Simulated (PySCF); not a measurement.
## Spin–spin coupling constants

Molfile (atoms numbered from 1):
```
C5H5N
     RDKit          3D

 11 10  0  0  0  0  0  0  0  0999 V2000
    3.6330   -0.3039    0.4882 C   0  0  0  0  0  0  0  0  0  0  0  0
    2.4457   -0.2743    0.2229 C   0  0  0  0  0  0  0  0  0  0  0  0
    1.1082   -0.2386   -0.0789 C   0  0  0  0  0  0  0  0  0  0  0  0
   -0.0816   -0.2189   -0.3397 C   0  0  0  0  0  0  0  0  0  0  0  0
   -1.4961   -0.1557   -0.6882 C   0  0  0  0  0  0  0  0  0  0  0  0
   -2.2507    0.6627    0.2415 N   0  0  0  0  0  0  0  0  0  0  0  0
    4.6801   -0.3309    0.7249 H   0  0  0  0  0  0  0  0  0  0  0  0
   -1.8988   -1.1838   -0.6603 H   0  0  0  0  0  0  0  0  0  0  0  0
   -1.5571    0.1586   -1.7538 H   0  0  0  0  0  0  0  0  0  0  0  0
   -3.2303    0.6804   -0.0322 H   0  0  0  0  0  0  0  0  0  0  0  0
   -1.9170    1.6239    0.2140 H   0  0  0  0  0  0  0  0  0  0  0  0
  1  2  3  0
  2  3  1  0
  3  4  3  0
  4  5  1  0
  5  6  1  0
  1  7  1  0
  5  8  1  0
  5  9  1  0
  6 10  1  0
  6 11  1  0
M  END
```

Method: B3LYP/pcJ-1 (spin–dipole term only in couplings to heteroatoms)//PBE0-D3(BJ)/def2-SVP, PySCF; isolated molecule, single conformer, non-relativistic. Couplings are averaged over pairs made equivalent by symmetry, fast rotation or ring inversion, so a value needn't be that of the named pair in this geometry, while other rotamers aren't included; one pair stands for each set, and the list holds a selection of those of at least 0.8 Hz over up to four bonds.

Isotopes: ¹³C, ¹H, ¹⁵N.

```tsv
pair	bonds	J (Hz)
C1, C2	1	217.9
C1, H7	1	281.6
C2, C3	1	?
C3, C4	1	214.5
C4, C5	1	?
C5, N6	1	-5.5
C5, H8	1	140.6
N6, H10	1	?
C1, C3	2	20.7
C2, H7	2	54.2
C3, C5	2	?
C4, N6	2	-2.5
C5, H10	2	-2.2
N6, H8	2	-1.3
H8, H9	2	?
H10, H11	2	?
C1, C4	3	15.5
C2, C5	3	3.2
C3, N6	3	-2.1
C3, H7	3	8.1
C4, H10	3	9.0
H8, H10	3	6.6
C1, C5	4	-0.9
C2, N6	4	1.6
C2, H8	4	?
C3, H10	4	?
```

Question: Estimate the withheld couplings, with signs.

Answer: 
- ¹J(C2,C3) = 175.2 Hz (bond length 1.372 Å)
- ¹J(C4,C5) = 81.4 Hz (bond length 1.458 Å)
- ¹J(N6,H10) = -65.6 Hz (bond length 1.017 Å)
- ²J(C3,C5) = 13.9 Hz (angle at C4 178°)
- ²J(H8,H9) = -20.5 Hz (angle at C5 105°)
- ²J(H10,H11) = -9.9 Hz (angle at N6 107°)
- ⁴J(C2,H8) = -4.7 Hz
- ⁴J(C3,H10) = 0.9 Hz (mean over equivalent pairs that range from -0.2 to 1.9 Hz in this conformer)
